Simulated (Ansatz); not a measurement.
Born–Oppenheimer molecular dynamics of AlB$_{2}$H$_{5}$ (8 atoms, charge 0, multiplicity 1). It goes on from the last frame of an earlier run, with new velocities.

All numbers below come from UKS revPBE-D4/6-31G in Ansatz 0.2.0.

```
ensemble                      : NVE (velocity Verlet)
time step                     : 0.5 fs
steps asked                   : 400
starting velocities drawn for : 1500 K
masses                        : H 3.016 u
seed                          : 875152
```

First frame:

```xyz
8
Properties=species:S:1:pos:R:3
B -1.270 0.873 -0.661
B 0.276 0.685 -0.265
Al 1.055 -1.081 0.679
H -1.841 0.266 -1.531
H -2.107 1.273 0.183
H 1.076 1.417 -0.769
H 1.475 -2.459 -0.043
H 1.096 -1.122 2.272
```

Problem. What does the run give?

Solution. All steps were run.

```json
{
  "steps done": "400",
  "time covered": "200 fs",
  "mean temperature over the second half": "892 K",
  "spread of the potential energy over the second half": "19.6 meV per atom",
  "mean potential energy of the second half above the start": "59.0 meV per atom"
}
```

The conserved energy stayed within 0.27 meV per atom of its start (net change 0.063 meV per atom), so the integration is sound. A run of 0.2 ps of so small a system gives no equilibrium averages. Limits of this set-up: no polarisation functions.

Problem. What happens to the structure?

Solution. The same pairs are bonded in the first frame and the last. Pairs count as bonded within 1.25 times the sum of covalent radii (0.12 Å more for H–H). This is one draw of velocities; another would differ in detail.

Problem. How do temperature and energy run in time?

Solution. 
| time (fs) | T (K) | potential energy less start (eV) | conserved less start (meV/atom) |
| --- | --- | --- | --- |
| 0.0 | 1500 | 0.000 | 0.00 |
| 16.5 | 577 | 0.717 | 0.14 |
| 33.0 | 953 | 0.425 | 0.09 |
| 49.5 | 1085 | 0.323 | 0.07 |
| 66.0 | 958 | 0.421 | 0.06 |
| 82.5 | 993 | 0.394 | 0.09 |
| 99.0 | 826 | 0.524 | 0.12 |
| 115.5 | 926 | 0.445 | 0.06 |
| 132.0 | 756 | 0.578 | 0.17 |
| 148.5 | 1093 | 0.316 | 0.05 |
| 165.0 | 800 | 0.544 | 0.14 |
| 181.5 | 780 | 0.559 | 0.13 |
| 198.0 | 1064 | 0.338 | 0.06 |

Run time: 9.5 min on 1 CPU thread of a shared host.
